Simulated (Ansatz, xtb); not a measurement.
# H5NSi2: which of two isomers lies lower

Structure a: `N1[SiH2][SiH2]1`, a singlet. Structure b: `[SiH2]=N[SiH3]`, a singlet. Both are isolated molecules in the gas phase, relaxed with r2SCAN-D4/def2-SVP.

a (Å):

```xyz
8

N     0.7954   -1.8886    0.6634
Si    2.1195   -0.8114    0.2908
Si    0.0972   -1.0117   -0.6767
H     3.3750   -1.4211   -0.2454
H     2.4694    0.2287    1.3063
H     0.5579   -2.6306    1.3135
H    -0.1628   -1.7715   -1.9379
H    -1.0687   -0.1217   -0.3863
```

b (Å):

```xyz
8

N     1.1662   -1.2292    0.5250
Si    2.3357   -0.1777    0.7556
Si   -0.0018   -1.9899   -0.4728
H     2.9054    0.7610   -0.2592
H     2.9974   -0.0335    2.0791
H     0.2604   -3.4620   -0.5221
H    -0.0316   -1.4917   -1.8891
H    -1.3670   -1.7828    0.1031
```

Problem. Which of the two would you expect CCSD(T)/def2-TZVP electronic energies to favour?

Solution. Structure a; the calculation gives E(b) − E(a) = +10.9 kJ/mol.

The same difference at several levels:

```tsv
level	geometry	E(b) − E(a) (kJ/mol)	departure from the last row (kJ/mol)	job, with rough time for the two
GFN2-xTB	GFN2-xTB	−143.8	−154.7	optimisation, 0.16 s
HF/STO-3G	GFN2-xTB	+50.1	+39.2	single point, 0.24 s
r2SCAN-D4/def2-SVP//GFN2-xTB	GFN2-xTB	+31.6	+20.6	single point, 3.9 s
r2SCAN-D4/def2-SVP	r2SCAN-D4/def2-SVP	+30.1	+19.1	optimisation, 53 s
HF/def2-TZVP	r2SCAN-D4/def2-SVP	−0.3	−11.2	part of the CCSD(T) run
MP2/def2-TZVP	r2SCAN-D4/def2-SVP	+6.0	−4.9	part of the CCSD(T) run
CCSD(T)/def2-TZVP	r2SCAN-D4/def2-SVP	+10.9		single point, 34 s
```

As drawn, b has 1 N=Si, 1 Si–H in place of 1 N–Si, 1 Si–Si, 1 N–H. Structure a has a 3-membered ring, b no ring.

GFN2-xTB puts the two in the other order. HF/def2-TZVP finds them nearly level. The largest departure from CCSD(T)/def2-TZVP is that of GFN2-xTB, 154.7 kJ/mol.

With harmonic frequencies from r2SCAN-D4/def2-SVP (ideal gas, rigid rotor, one conformer each, 298.15 K, 1 atm): on the last row, ΔE + ΔZPE = +2.1, ΔH = +4.7, ΔG = −4.8 kJ/mol. The free energy reverses the electronic order.

The correlated steps freeze 11 core orbitals. Run with Ansatz 0.2.0, xtb 6.7.1; the last row on 1 thread of Arm Neoverse V2 on a shared host.
